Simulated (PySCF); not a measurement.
Species: borinic acid, BH3O.
SMILES with atom numbers: `[BH2:1][OH:2]` (hydrogens: H3, H4 on B1; H5 on O2)

All values: wB97X-D/pcSseg-2 (PySCF, non-relativistic), on one gas-phase PBE0-D3(BJ)/def2-TZVP geometry that isn't relaxed in the solvent. The solvent is an IEF-PCM continuum (Bondi radii, 1.10 Å for H, scaled by 1.2). The model holds no explicit solvent molecules, cavitation or dispersion.

Gas phase at wB97X-D/pcSseg-2: HOMO -10.85 eV, LUMO 1.37 eV, dipole 1.60 D.

**Question.** What does the continuum do to the energy, the frontier levels and the dipole at wB97X-D/pcSseg-2 in chloroform?

**Answer.** 
```csv
solvent,ε,E(solvent) − E(gas) (kcal/mol),polarisation term (kcal/mol),distortion of the solute (kcal/mol),HOMO (eV),LUMO (eV),dipole (D)
chloroform,4.711,-2.62,-2.86,0.24,-10.83,1.42,1.84
```

The first energy column is the sum of the next two and covers electrostatics alone.

**Question.** Which radius a makes the point-dipole formula ΔE = −[(ε − 1)/(2ε + 1)]·μ²/a³ give the value in chloroform, with the gas-phase dipole?

**Answer.** μ = 0.629 au and |ΔE| = 0.00417 Eh give a = 1.71 Å; the farthest nucleus lies 1.54 Å from the centroid of the nuclei. The formula assumes a rigid point dipole at the centre of a sphere.

wB97X-D is run here without its empirical dispersion term; that term would change no orbital, density or response property at a fixed geometry.
